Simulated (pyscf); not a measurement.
A first-order saddle from PySCF, ωB97X-D3(BJ)/def2-SVP:

```xyz
7

O      1.3909    -0.0695     0.4421
Mo    -0.0390     0.2609    -0.3234
O     -0.4738     1.8031     0.0916
F     -1.4448    -1.2340    -0.8727
F      0.3076     0.2619    -2.1353
H     -1.0585    -0.4968     1.0592
H     -1.4434    -1.0215     0.2781
```
Charge 0, spin multiplicity 1.

Surface: singlet, charge 0. Lowest wavenumbers (cm⁻¹): 936i, 77, 240, 250, 280.

Question: Name the species on either side of this saddle.

Answer: O=Mo(=O)(F)–F (SMILES [O]=[Mo](=[O])([F])[F]) + H₂ (SMILES [H][H]) <-> O=MoH(=O)–F (SMILES [O]=[MoH](=[O])[F]) + HF (SMILES F), a four-centre exchange read from left to right: F–Mo, H–H broken and H–Mo, F–H formed. At ωB97M-D3(BJ)/def2-TZVP it lies +1.44 eV from the left side and +0.38 eV from the right (each side as separated species at their lowest minima found). On the product side the descent ends in a complex (not fully relaxed), 0.30 eV under the separated species and 0.60 eV under the saddle at ωB97X-D3(BJ)/def2-TZVP. This is the saddle that the search found; another between the same sides may lie lower. Elements past Kr carry the def2 core potentials, without spin-orbit coupling.
